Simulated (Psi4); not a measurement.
# quartet PH2 at 6 levels

Aim: a comparison of 6 runs (UB3LYP/cc-pVTZ, UBLYP/cc-pVTZ, UPBE0/cc-pVTZ, USVWN5/cc-pVTZ, UCCSD/cc-pVTZ, UCCSD(T)/cc-pVTZ) of quartet PH2. 

The calculation is run with Psi4 1.11.

1 further run of the same task is left out (set aside as unsound or not needed).

## (1) The system as given

PH2 has 3 atoms, charge 0, and is taken as a quartet. SMILES of the parent species: `[PH2]`. The coordinates come from a PBE0-D4/def2-TZVP relaxation. That shape belongs to the parent species and isn't relaxed for this state.

Bond lengths: P1–H2 1.424 Å, P1–H3 1.424 Å. Angles: H2–P1–H3 91.5°.

## (2) A single-point energy at UB3LYP/cc-pVTZ (run 1)

calc.py reads:

```python
import psi4

psi4.set_memory(2200000000)
psi4.set_num_threads(1)
psi4.set_output_file('run.log', False)

mol = psi4.geometry("""
0 4
P
H 1 1.423928
H 1 1.423924 2 91.49995
symmetry c1
""")

psi4.set_options({
    'basis': 'cc-pVTZ',
    'reference': 'uks',
    'puream': True,
    'e_convergence': 1e-09,
    'd_convergence': 1e-08,
    'scf_type': 'pk',
    'dft_radial_points': 99,
    'dft_spherical_points': 590,
    'maxiter': 100,
})

e_tot, wfn = psi4.energy("b3lyp", return_wfn=True)
print(f'b3lyp energy: {e_tot:.10f} Eh')
```

Launch:

```
$ python calc.py
```

run.log:

```text
[...]
  Running in c1 symmetry.
[...]
  Nuclear repulsion =   11.408386295415532
[...]
  Multiplicity = 4
[...]
  Nalpha       = 10
  Nbeta        = 7
[...]
    Number of basis functions: 62
[...]
   @UKS iter   1:  -342.28496127206768   -6.22062e-02   3.85997e-03 ADIIS/DIIS
[...]
   @UKS iter  10:  -342.31116308970809   -4.54747e-13   1.85549e-09 DIIS
[...]
   @S^2 Observed:                3.753202334E+00
[...]
    Orbital Energies [Eh]
    ---------------------
    Alpha Occupied:
       1A    -77.161839     2A     -6.618374     3A     -4.785799
       4A     -4.784124     5A     -4.775075     6A     -0.680001
       7A     -0.421036     8A     -0.385863     9A     -0.286060
      10A     -0.081006
    Alpha Virtual:
      11A      0.010185    12A      0.162337    13A      0.175244
      14A      0.216419    15A      0.217300    16A      0.227484
      17A      0.233258    18A      0.245881    19A      0.317462
      20A      0.390586    21A      0.474701    22A      0.543215
      23A      0.746175    24A      0.798681    25A      0.820236
[...]
  @UKS Final Energy:  -342.31116308970809
   => Energetics <=
    Nuclear Repulsion Energy =             11.4083862954155322
    One-Electron Energy =                -494.6927073113413371
    Two-Electron Energy =                 160.2617957545097056
    DFT Exchange-Correlation Energy =     -19.2886378282920212
    Empirical Dispersion Energy =           0.0000000000000000
    VV10 Nonlocal Energy =                  0.0000000000000000
    Total Energy =                       -342.3111630897080886
[...]
 Multipole Moments:
 ------------------------------------------------------------------------------------
     Multipole            Electronic (a.u.)      Nuclear  (a.u.)        Total (a.u.)
 ------------------------------------------------------------------------------------
 L = 1.  Multiply by 2.5417464519 to convert [e a0] to [Debye]
 Dipole X            :          1.3102381           -1.2929046            0.0173335
 Dipole Y            :          1.2763943           -1.2594967            0.0168977
 Dipole Z            :         -0.0000000            0.0000000           -0.0000000
 Magnitude           :                                                    0.0242071
[...]
```

The script printed:

```text
b3lyp energy: -342.3111630897 Eh
```

Wall time 5.7 s (1 thread of AMD EPYC 9R45 (Zen 5), shared host); peak memory 0.73 GiB.

## (3) Energy and forces at UBLYP/cc-pVTZ (run 2)

job.dat reads:

```
memory 2.2 GB

molecule {
  0 4
  P
  H 1 R2
  H 1 R3 2 A3

  R2 = 1.423928
  R3 = 1.423924
  A3 = 91.49995
  units angstrom
  symmetry c1
}

set basis cc-pVTZ
set reference uks
set puream true
set e_convergence 1e-09
set d_convergence 1e-08
set scf_type pk
set dft_radial_points 99
set dft_spherical_points 590
set maxiter 100

e, wfn = gradient('blyp', return_wfn=True)
oeprop(wfn, 'WIBERG_LOWDIN_INDICES', 'LOWDIN_CHARGES', 'MAYER_INDICES')
```

Launch:

```
$ psi4 job.dat job.out -n 1
```

job.out:

```text
[...]
  Running in c1 symmetry.
[...]
  Nuclear repulsion =   11.408386295415532
[...]
  Multiplicity = 4
[...]
  Nalpha       = 10
  Nbeta        = 7
[...]
    Number of basis functions: 62
[...]
   @UKS iter   1:  -342.23851880661471   -5.28491e-04   4.83484e-03 DIIS/ADIIS
[...]
   @UKS iter  10:  -342.28415583161745   -3.81988e-11   3.32030e-09 DIIS
[...]
   @S^2 Observed:                3.752424357E+00
[...]
    Orbital Energies [Eh]
    ---------------------
    Alpha Occupied:
       1A    -76.464852     2A     -6.370992     3A     -4.600915
       4A     -4.600499     5A     -4.590445     6A     -0.608483
       7A     -0.369042     8A     -0.333914     9A     -0.243065
      10A     -0.047855
    Alpha Virtual:
      11A     -0.009308    12A      0.139721    13A      0.155200
      14A      0.189752    15A      0.191219    16A      0.201347
      17A      0.209563    18A      0.223054    19A      0.295027
      20A      0.361202    21A      0.444946    22A      0.509833
      23A      0.709931    24A      0.760436    25A      0.781384
[...]
  @UKS Final Energy:  -342.28415583161745
   => Energetics <=
    Nuclear Repulsion Energy =             11.4083862954155322
    One-Electron Energy =                -494.6497895042026585
    Two-Electron Energy =                 164.8703967719424384
    DFT Exchange-Correlation Energy =     -23.9131493947727627
    Empirical Dispersion Energy =           0.0000000000000000
    VV10 Nonlocal Energy =                  0.0000000000000000
    Total Energy =                       -342.2841558316174542
[...]
 Multipole Moments:
 ------------------------------------------------------------------------------------
     Multipole            Electronic (a.u.)      Nuclear  (a.u.)        Total (a.u.)
 ------------------------------------------------------------------------------------
 L = 1.  Multiply by 2.5417464519 to convert [e a0] to [Debye]
 Dipole X            :          1.3146387           -1.2929046            0.0217340
 Dipole Y            :          1.2806813           -1.2594967            0.0211846
 Dipole Z            :         -0.0000000            0.0000000           -0.0000000
 Magnitude           :                                                    0.0303506
[...]
  -Total Gradient:
     Atom            X                  Y                   Z
    ------   -----------------  -----------------  -----------------
       1       -0.036673255766    -0.035726890784     0.000000000000
       2       -0.005739736167     0.042579312769    -0.000000000000
       3        0.042413108178    -0.006852308809    -0.000000000000
[...]
```

It took 6.9 s on 1 thread of AMD EPYC 9R45 (Zen 5), shared host; peak memory 0.73 GiB.

Runs 3 to 5 aren't shown in full; the table further down has their settings and results.

## (4) A single-point energy at UCCSD(T)/cc-pVTZ (run 6)

input.dat reads:

```
memory 2.2 GB

molecule {
  0 4
  P      0.525730    -0.309370     0.258210
  H      0.114640     1.051490     0.176750
  H     -0.640370    -0.742120    -0.434970
  symmetry c1
  no_reorient
  no_com
}

set {
  basis cc-pVTZ
  reference uhf
  puream true
  e_convergence 1e-09
  d_convergence 1e-08
  scf_type pk
  num_frozen_docc 5
  maxiter 100
}

e_tot, wfn = energy('ccsd(t)', return_wfn=True)
```

Launch:

```
$ psi4 -n 1 input.dat output.dat
```

output.dat:

```text
[...]
  Running in c1 symmetry.
[...]
  Nuclear repulsion =   11.408385682516982
[...]
  Multiplicity = 4
[...]
  Nalpha       = 10
  Nbeta        = 7
[...]
    Number of basis functions: 62
[...]
   @UHF iter   1:  -341.65399919945753   -2.68383e-01   2.53951e-03 DIIS/ADIIS
[...]
   @UHF iter  12:  -341.68269027302756   -3.12639e-12   5.77993e-09 DIIS
[...]
   @S^2 Observed:                3.761534631E+00
[...]
    Orbital Energies [Eh]
    ---------------------
    Alpha Occupied:
       1A    -80.019205     2A     -7.556395     3A     -5.461435
       4A     -5.453229     5A     -5.449125     6A     -0.913569
       7A     -0.576490     8A     -0.552268     9A     -0.419355
      10A     -0.181823
    Alpha Virtual:
      11A      0.123232    12A      0.288551    13A      0.290731
      14A      0.356149    15A      0.356326    16A      0.374589
      17A      0.376224    18A      0.378815    19A      0.436291
      20A      0.545773    21A      0.637590    22A      0.719738
      23A      0.937821    24A      1.004794    25A      1.021976
[...]
  @UHF Final Energy:  -341.68269027302756
   => Energetics <=
    Nuclear Repulsion Energy =             11.4083856825169825
    One-Electron Energy =                -494.5596609023207861
    Two-Electron Energy =                 141.4685849467762182
    Total Energy =                       -341.6826902730275606
  UHF NO Occupations:
  HONO-2 :    8  A 1.0000000
  HONO-1 :    9  A 1.0000000
[...]
 Multipole Moments:
 ------------------------------------------------------------------------------------
     Multipole            Electronic (a.u.)      Nuclear  (a.u.)        Total (a.u.)
 ------------------------------------------------------------------------------------
 L = 1.  Multiply by 2.5417464519 to convert [e a0] to [Debye]
 Dipole X            :        -13.8760101           13.9088000            0.0327899
 Dipole Y            :          8.1654393           -8.1847440           -0.0193047
 Dipole Z            :         -6.8151238            6.8312277            0.0161039
 Magnitude           :                                                    0.0413181
[...]
      * MP2 total energy                      = -341.796773470250571
[...]
      * CCSD total energy                     = -341.822997254354391
[...]
      * CCSD(T) total energy                     = -341.827799680882663
[...]
```

Run time: 7.5 s. Hardware: 1 thread of AMD EPYC 9R45 (Zen 5), shared host; peak memory 0.41 GiB.

## (5) All runs side by side

```csv
run,level,task,frozen core orbitals,energy (Eh),dipole moment (D),HOMO energy (eV),⟨S²⟩,wall time
1,UB3LYP/cc-pVTZ,energy,0,-342.311163,0.06,-2.20,3.753,5.7 s
2,UBLYP/cc-pVTZ,gradient,0,-342.284156,0.08,-1.30,3.752,6.9 s
3,UPBE0/cc-pVTZ,energy,0,-342.161894,0.02,-2.46,3.754,5.4 s
4,USVWN5/cc-pVTZ,gradient,0,-340.996877,0.01,-1.44,3.751,5.7 s
5,UCCSD/cc-pVTZ,energy,5,-341.822997,–,-4.95,3.762,7.2 s
6,UCCSD(T)/cc-pVTZ,energy,5,-341.827800,–,-4.95,3.762,7.5 s
```

## (6) What came out

| quantity | value |
| --- | --- |
| run 6: total energy | -341.82780 Eh |
| run 6: HOMO energy (Hartree–Fock orbitals) (highest over α and β) | -4.95 eV |
| run 6: LUMO energy (Hartree–Fock orbitals) (lowest over α and β) | -0.56 eV |
| run 6: correlation energy (5 core orbitals frozen) | -145.1 mEh |
| run 6: (T) correction | -4.80 mEh |
| run 6: ⟨S²⟩ of the reference determinant | 3.762 |
| run 6: T1 diagnostic | 0.029 |

Over runs 1, 2, 3, 4 the dipole moment (its size) runs from 0.01 D (USVWN5/cc-pVTZ) to 0.08 D (UBLYP/cc-pVTZ). Totals of different functionals can't be ranked against each other. All runs together took 38 s, the longest 7.5 s.
